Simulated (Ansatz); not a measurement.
**H2Al–AlH2, triplet in cc-pVDZ: errors against UCCSDT(Q)**

Geometry: a PBE0/def2-TZVP stationary point for this spin, not checked as a minimum. The singlet lies 1.5 eV lower here.

```xyz
6

Al    0.0000    0.0000   -1.3006
Al    0.0000    0.0000    1.3006
H     0.0000    1.4653   -1.8929
H     0.0000   -1.4653   -1.8929
H     0.0000    1.4653    1.8929
H     0.0000   -1.4653    1.8929
```

Basis cc-pVDZ; Ansatz 0.2.0. Only valence electrons are correlated (noble-gas cores frozen), which leaves 10 electrons in 46 orbitals. R marks a restricted (for open shells ROHF) determinant, U an unrestricted one. Active spaces: frontier = (10e, 10o) about the gap.

Full CI isn't at hand for all of this; UCCSDT(Q) serves as the reference, and is uncertain by the last step of the cluster series or more. The frozen core follows each run's orbitals, which can shift R against U totals by a few meV.

For open shells CISD is restricted-active-space CI with the open shells as a complete middle space.

```
UHF ⟨S²⟩                          : 2.002
T1 diagnostic (RCCSD)             : 0.0209
largest doubles amplitude (RCCSD) : 0.038
T1 diagnostic (UCCSD)             : 0.0188
```

Question: From what is known of these methods and the diagnostics, rank them by the size of their error in total energy against UCCSDT(Q) in cc-pVDZ, smallest first (an estimate: the text doesn't fix the numbers).
A. RCCSDT(Q)
B. UCCSD
C. CASSCF (frontier space)
D. UCCSD(T)
E. CISD

Answer: A (0 meV), D (38 meV), B (132 meV), E (451 meV), C (2997 meV).

All errors are against UCCSDT(Q) in cc-pVDZ. Within each family the higher level lies nearer, as is usual though not guaranteed.
